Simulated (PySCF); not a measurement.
Gas-phase reaction: BCl₂NH₂ + H₂ ⇌ BHCl₂ + NH₃

Computed with PySCF (xtb for GFN2) and rigid-rotor harmonic-oscillator thermochemistry at 1 bar. † marks an energy on the PBE0/def2-TZVP geometry and frequencies; other levels use their own. CCSD(T) freezes the core. 6-31G* has spherical d functions here. All species are closed-shell singlets. BCl₂NH₂: computed as isolated molecules; such fragments, hydroxides, amides, oligomers or adducts are transient or little studied in the gas. CCSD(T) isn't extrapolated to the basis-set limit; its ΔH°(298 K) is 121.6 kJ in def2-SVP and 112.2 kJ in def2-TZVPP. The harmonic model lacks anharmonicity and excited electronic states, which grow with temperature; levels with a mode under 35 cm⁻¹ are left out. Internal rotation in BCl₂NH₂ is treated as a harmonic vibration of one conformer, which makes the entropy rough.

```json
[
 {"level": "CCSD(T)/def2-TZVPP†", "ΔE electronic, kJ": "100", "ΔH°(298 K), kJ": "112", "ΔS°(298 K), J/K": "36", "ΔG°(600 K), kJ": "93"},
 {"level": "GFN2-xTB", "ΔE electronic, kJ": "56", "ΔH°(298 K), kJ": "72", "ΔS°(298 K), J/K": "33", "ΔG°(600 K), kJ": "55"},
 {"level": "HF/6-31G*", "ΔE electronic, kJ": "95", "ΔH°(298 K), kJ": "110", "ΔS°(298 K), J/K": "38", "ΔG°(600 K), kJ": "89"},
 {"level": "HF/def2-TZVP†", "ΔE electronic, kJ": "91", "ΔH°(298 K), kJ": "104", "ΔS°(298 K), J/K": "36", "ΔG°(600 K), kJ": "84"},
 {"level": "PBE0/def2-TZVP", "ΔE electronic, kJ": "103", "ΔH°(298 K), kJ": "115", "ΔS°(298 K), J/K": "36", "ΔG°(600 K), kJ": "96"},
 {"level": "LDA/def2-TZVP†", "ΔE electronic, kJ": "120", "ΔH°(298 K), kJ": "132", "ΔS°(298 K), J/K": "36", "ΔG°(600 K), kJ": "112"}
]
```
ΔH° is lowest at GFN2-xTB and highest at LDA/def2-TZVP†. No reference value is set beside these.
